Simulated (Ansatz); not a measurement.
Reaction: H2S (sulfane, SMILES S) + H+ → H3S+ (SMILES [SH3+])
Each species at its own B3LYP-D3(BJ)/def2-TZVP minimum (Ansatz, a first-principles code).

Total energies in hartree (Ansatz). UHF or UKS for unpaired electrons; spin-orbit terms are left out. Correlated methods leave the cores frozen. No relativity.

| species | HF/cc-pV(T+d)Z | CCSD(T)/cc-pV(T+d)Z | HF/cc-pV(Q+d)Z | CCSD(T)/cc-pV(Q+d)Z | CCSDT(Q)/cc-pV(Q+d)Z |
|---|---|---|---|---|---|
| 1: H2S (sulfane, SMILES S) | -398.71493 | -398.93816 | -398.71899 | -398.95726 | -398.95839 |
| 2: H3S+ (SMILES [SH3+]) | -398.99658 | -399.21866 | -399.00069 | -399.23603 | -399.23710 |

Question: Work out the proton affinity (electronic), positive where energy is released in kcal/mol: take Hartree-Fock from cc-pV(Q+d)Z, extrapolate the CCSD(T) correlation energy as X^-3 (X = 3, 4), and add CCSDT(Q) - CCSD(T) in cc-pV(Q+d)Z. 1 hartree = 627.51 kcal/mol.

Answer: 
Species 1: correlation (64·(-0.23827) - 27·(-0.22323))/37 = -0.24925; step -0.00113; E1 = -398.71899 + (-0.24925) + (-0.00113) = -398.96937
H+ has no electrons: E = 0
Species 2: correlation (64·(-0.23534) - 27·(-0.22208))/37 = -0.24502; step -0.00107; E2 = -399.00069 + (-0.24502) + (-0.00107) = -399.24678
+1·E1 -1·E2 = 0.27741 hartree = 174.1 kcal/mol.
